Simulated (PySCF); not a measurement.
# Ionisation energy of N by level of theory

N [He] 2s2 2p3 (4S) → N⁺ [He] 2s2 2p2 (3P), as a difference of total energies. All numbers are calculated (PySCF 2.14, scalar relativity by spin-free X2C-1e, in Sapporo-DZP-2012 (4s3p1d, 18 functions)). Correlated levels: valence: 1s2 frozen. The calculations carry no spin-orbit coupling.

```
           method  ionisation energy (eV)  error (eV)
              UHF                  13.869      -0.676
              LDA                  14.870      +0.325
             TPSS                  14.547      +0.002
    MP2 (valence)                  14.408      -0.137
SCS-MP2 (valence)                  14.181      -0.364
   CCSD (valence)                  14.248      -0.297
CCSD(T) (valence)                  14.247      -0.298
```

Reference: 14.545 eV (measured; NIST levels, between the centres of gravity of the two terms).

Errors of the correlated levels include the incompleteness of this basis and the frozen core.
